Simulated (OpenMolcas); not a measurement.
# One shape, several levels: H2O3 (trioxidane)

Aim: a comparison of 6 runs (HF/3-21G, B3LYP/6-31G*, M06-L/cc-pVTZ, PBE/cc-pVTZ, TPSS/cc-pVTZ) of H2O3 (trioxidane). 

Program for the calculation: OpenMolcas 26.06.

1 further run of the same task is left out (it didn't finish).

### Step 1. The system as given

H2O3 has 5 atoms, charge 0, and is taken as a singlet. SMILES: `OOO`. The O3–H5 distance was set to 1.743 Å, away from the relaxed value. At this shape a bond of the SMILES string is far longer than usual.

Bond lengths: O1–O2 1.403 Å, O2–O3 1.403 Å, O1–H4 0.968 Å. Angles: O1–O2–O3 108.0°, O2–O1–H4 102.8°.

### Step 2. The energy at HF/3-21G (run 1)

Contents of run.input:

```
* H2O3 Hartree-Fock

&gateway
 baslib
 $CurrDir
 coord
 5
 angstrom
 O       -1.021274      -1.379236       0.222740
 O       -0.186604      -0.722846       1.139110
 O        1.120136      -0.746116       0.629950
 H       -1.363364      -0.651066      -0.316320
 H        1.239280       0.782200      -0.199990
 basis
 3-21G
 group
 NoSym

&seward

&scf
 thresholds
 1e-10 1e-07 1e-07 1e-05
 prorbitals
 1 2
```

The basis set 3-21G is read from a file made from the Basis Set Exchange's data (not shown).

Started as:

```bash
$ export MOLCAS_MEM=1860
$ pymolcas run.input > run.log
```

The program printed:

```text
--- Start Module: gateway ---
[...]
--- Stop Module: gateway /rc=_RC_ALL_IS_WELL_ ---
--- Start Module: seward ---
[...]
      Basis functions           31
--- Stop Module: seward /rc=_RC_ALL_IS_WELL_ ---
--- Start Module: scf ---
[...]
       Convergence after  15 Iterations
[...]
::    Total SCF energy                               -224.1484399804
[...]
      Total spin, S                                     0.0000000000
[...]
      Total electronic charge=   26.000000
      Total            charge=   -0.000000
[...]
      Dipole Moment (debye):
      Origin of the operator (angstrom)=   -0.0306   -0.9085    0.6268
                   X= -6.5095E-01               Y=  2.9056E+00               Z= -2.2321E+00           Total=  3.7214E+00
      Quadrupole Moment (debye*angstrom):
[...]
--- Stop Module: scf /rc=_RC_ALL_IS_WELL_ ---
[...]
```

Run time: 1.8 s. Hardware: 1 thread of Intel Xeon Platinum 8375C at 2.90GHz (Ice Lake), shared host; peak memory 0.37 GiB.

### Step 3. A single-point energy at B3LYP/6-31G(d) (spherical functions) (run 2)

Contents of input.xyz:

```xyz
5

O     -1.021274    -1.379236     0.222740
O     -0.186604    -0.722846     1.139110
O      1.120136    -0.746116     0.629950
H     -1.363364    -0.651066    -0.316320
H      1.239280     0.782200    -0.199990
```

Contents of test.inp:

```
* H2O3 Kohn-Sham DFT

&GATEWAY
  BASLIB
  $CurrDir
  COORD
  input.xyz
  BASIS
  6-31Gs
  GROUP
  NoSym

&SEWARD
  GRIDINPUT
  Grid=UltraFine
  End of Grid

&SCF
  KSDFT
  B3LYP
  THRESHOLDS
  1e-10 1e-07 1e-07 1e-05
  PRORBITALS
  1 2
```

The basis set 6-31G* is read from a file made from the Basis Set Exchange's data (not shown).

Started as:

```bash
$ export MOLCAS_MEM=1860
$ pymolcas test.inp > test.log
```

The program printed:

```text
--- Start Module: gateway ---
[...]
--- Stop Module: gateway /rc=_RC_ALL_IS_WELL_ ---
--- Start Module: seward ---
[...]
      Basis functions           46
--- Stop Module: seward /rc=_RC_ALL_IS_WELL_ ---
[...]
--- Start Module: scf ---
[...]
       Convergence after  16 Iterations
[...]
::    Total KS-DFT energy                            -226.5526468253
[...]
      Total spin, S                                     0.0000000000
[...]
      Total electronic charge=   26.000000
      Total            charge=   -0.000000
[...]
      Dipole Moment (debye):
      Origin of the operator (angstrom)=   -0.0306   -0.9085    0.6268
                   X= -9.8591E-01               Y=  2.0701E+00               Z= -1.5731E+00           Total=  2.7807E+00
      Quadrupole Moment (debye*angstrom):
[...]
--- Stop Module: scf /rc=_RC_ALL_IS_WELL_ ---
[...]
```

Run time: 8.7 s. Hardware: 1 thread of Intel Xeon Platinum 8375C at 2.90GHz (Ice Lake), shared host; peak memory 0.38 GiB.

Runs 3 to 5 aren't shown in full; the table further down has their settings and results.

### Step 4. A single-point energy at TPSS/cc-pVTZ (run 6)

input.xyz is that of step 3.

Contents of mol.input:

```
>>> EXPORT MOLCAS_PRINT=2

&gateway
 baslib
 $CurrDir
 coord
 input.xyz
 basis
 cc-pVTZ
 group
 NoSym

&seward
 gridinput
 Grid=UltraFine
 End of Grid

&scf
 ksdft
 2
 1.0 MGGA_X_TPSS
 1.0 MGGA_C_TPSS
 thresholds
 1e-10 1e-07 1e-07 1e-05
 prorbitals
 1 2
```

The basis set cc-pVTZ is read from a file made from the Basis Set Exchange's data (not shown).

Started as:

```bash
$ export MOLCAS_MEM=1860
$ pymolcas mol.input > mol.log
```

The program printed:

```text
--- Start Module: gateway ---
[...]
--- Stop Module: gateway /rc=_RC_ALL_IS_WELL_ ---
--- Start Module: seward ---
[...]
      Basis functions          118
--- Stop Module: seward /rc=_RC_ALL_IS_WELL_ ---
[...]
--- Start Module: scf ---
[...]
       Convergence after  18 Iterations
[...]
::    Total KS-DFT energy                            -226.7013124875
[...]
      Total spin, S                                     0.0000000000
[...]
      Total electronic charge=   26.000000
      Total            charge=   -0.000000
[...]
      Dipole Moment (debye):
      Origin of the operator (angstrom)=   -0.0306   -0.9085    0.6268
                   X= -1.0853E+00               Y=  1.8017E+00               Z= -1.3633E+00           Total=  2.5065E+00
      Quadrupole Moment (debye*angstrom):
[...]
--- Stop Module: scf /rc=_RC_ALL_IS_WELL_ ---
[...]
```

It took 52 s on 1 thread of Intel Xeon Platinum 8375C at 2.90GHz (Ice Lake), shared host; peak memory 0.74 GiB.

### Step 5. Overview of the runs

```tsv
run	level	integration grid	Cartesian functions	energy (Eh)	dipole moment (D)	HOMO energy (eV)	LUMO energy (eV)	wall time
1	HF/3-21G	–	no	-224.148440	3.72	-11.52	0.33	1.8 s
2	B3LYP/6-31G* (spherical functions)	UltraFine	no	-226.552647	2.78	-7.87	-3.74	8.7 s
3	B3LYP/6-31G* (Cartesian functions)	UltraFine	yes	-226.557703	2.79	-7.89	-3.76	8.7 s
4	M06-L/cc-pVTZ	UltraFine	no	-226.616009	2.57	-7.10	-4.48	48 s
5	PBE/cc-pVTZ	UltraFine	no	-226.455343	2.50	-6.84	-4.52	51 s
6	TPSS/cc-pVTZ	UltraFine	no	-226.701312	2.51	-6.99	-4.50	52 s
```

### Step 6. Outcome

| quantity | value |
| --- | --- |
| run 6: total energy | -226.70131 Eh |
| run 6: dipole moment | 2.51 D |
| run 6: HOMO energy | -6.99 eV |
| run 6: LUMO energy | -4.50 eV |
| run 6: HOMO–LUMO gap | 2.49 eV |

What this shows: The dipole moment (its size) runs from 2.50 D (PBE/cc-pVTZ) to 3.72 D (HF/3-21G). The two ends differ in method and basis. The HOMO–LUMO gap runs from 2.32 eV (PBE/cc-pVTZ) to 11.85 eV (HF/3-21G). Totals of different functionals can't be ranked against each other. In runs 1, 2, 3, 4, 5, 6 a closed-shell determinant meets a far-stretched bond, which it describes badly. All runs together took 2.8 min, the longest 52 s.
